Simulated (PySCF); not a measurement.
Molecule: `Cc1ccsc1`, C5H6S.

Geometry:
| atom | x (Å) | y (Å) | z (Å) |
| --- | --- | --- | --- |
| C1 | -1.723 | -0.172 | -0.151 |
| C2 | -0.260 | 0.111 | -0.012 |
| C3 | 0.755 | -0.898 | -0.006 |
| C4 | 2.017 | -0.390 | 0.133 |
| S5 | 1.998 | 1.322 | 0.259 |
| C6 | 0.285 | 1.364 | 0.126 |
| H7 | -2.315 | 0.753 | -0.126 |
| H8 | -1.940 | -0.686 | -1.101 |
| H9 | -2.082 | -0.825 | 0.660 |
| H10 | 0.546 | -1.965 | -0.103 |
| H11 | 2.961 | -0.932 | 0.167 |
| H12 | -0.243 | 2.317 | 0.154 |

Geometry PBE0-D3(BJ)/def2-SVP throughout; GIAO in PySCF, gas phase, one conformer, non-relativistic; equivalent atoms averaged; functional PBE0.

**Question.** How do the shifts δ (against TMS, CS2 at the same level) depend on the basis set? (a selection of nuclei; ppm; last column core-seconds on shared hosts with different chips, so compare them loosely)

**Answer.** 
| basis set | functions | C4 | C6 | C2 | C1 | S5 | H11 | H12 | H10 | H7/H8/H9 | core-s |
| --- | --- | --- | --- | --- | --- | --- | --- | --- | --- | --- | --- |
| STO-3G | 40 | 118.5 | 117.7 | 109.7 | 21.7 | 87.5 | 6.45 | 6.22 | 6.03 | 1.75 | 1.7 |
| 6-31G | 70 | 129.0 | 125.1 | 131.3 | 17.4 | 166.5 | 7.06 | 6.73 | 7.06 | 2.40 | 3.4 |
| pcSseg-0 | 70 | 143.3 | 139.3 | 141.8 | 19.9 | 186.0 | 6.73 | 6.44 | 6.67 | 2.49 | 3 |
| 6-31G* | 100 | 122.6 | 119.0 | 129.3 | 17.0 | 197.1 | 6.86 | 6.49 | 6.84 | 2.22 | 4.8 |
| def2-SVP | 118 | 127.6 | 123.5 | 134.1 | 16.3 | 207.7 | 6.83 | 6.50 | 6.75 | 2.17 | 5.3 |
| cc-pVDZ | 118 | 128.4 | 124.1 | 136.2 | 17.4 | 190.9 | 7.02 | 6.70 | 6.81 | 2.19 | 6.2 |
| pcSseg-1 | 139 | 133.6 | 128.5 | 141.9 | 17.4 | 210.9 | 7.09 | 6.74 | 6.98 | 2.37 | 17 |
| aug-cc-pVDZ | 196 | 128.5 | 123.3 | 136.2 | 16.7 | 206.2 | 7.39 | 7.04 | 7.07 | 2.37 | 12 |
| 6-311+G(2d,p) | 206 | 131.9 | 126.7 | 141.6 | 16.7 | 237.6 | 7.37 | 6.99 | 7.07 | 2.30 | 13 |
| def2-TZVP | 228 | 132.6 | 127.3 | 143.7 | 17.3 | 244.6 | 7.33 | 6.95 | 7.09 | 2.32 | 15 |
| cc-pVTZ | 268 | 132.3 | 127.1 | 142.2 | 17.2 | 214.4 | 7.30 | 6.94 | 6.99 | 2.30 | 20 |
| IGLO-III | 279 | 136.0 | 130.7 | 146.4 | 17.5 | 244.5 | 7.32 | 6.98 | 7.03 | 2.34 | 19 |
| pcSseg-2 | 307 | 137.6 | 132.2 | 148.0 | 18.0 | 235.1 | 7.35 | 6.98 | 7.15 | 2.38 | 26 |

**Question.** Which nucleus among those listed moves most, in ppm?

**Answer.** S5 (aromatic ring sulfur): from 87.5 ppm with STO-3G to 244.6 ppm with def2-TZVP. The smallest spread is 0.74 ppm, at H7/H8/H9. Proton shifts span only some 12 ppm, so a few tenths of a ppm matter as much there as several ppm in carbon.

**Question.** Taking the largest basis, pcSseg-2 (307 functions), as the yardstick, rank the others by their worst heavy-atom deviation.

**Answer.** 6-311+G(2d,p) 6.4 ppm (206 functions), IGLO-III 9.4 ppm (279 functions), def2-TZVP 9.6 ppm (228 functions), cc-pVTZ 20.7 ppm (268 functions), pcSseg-1 24.2 ppm (139 functions), def2-SVP 27.3 ppm (118 functions), aug-cc-pVDZ 28.8 ppm (196 functions), 6-31G* 38.0 ppm (100 functions), cc-pVDZ 44.2 ppm (118 functions), pcSseg-0 49.1 ppm (70 functions), 6-31G 68.6 ppm (70 functions), STO-3G 147.6 ppm (40 functions).

A small basis that lands close on one nucleus may do so by chance; judge by the trend and by all nuclei.
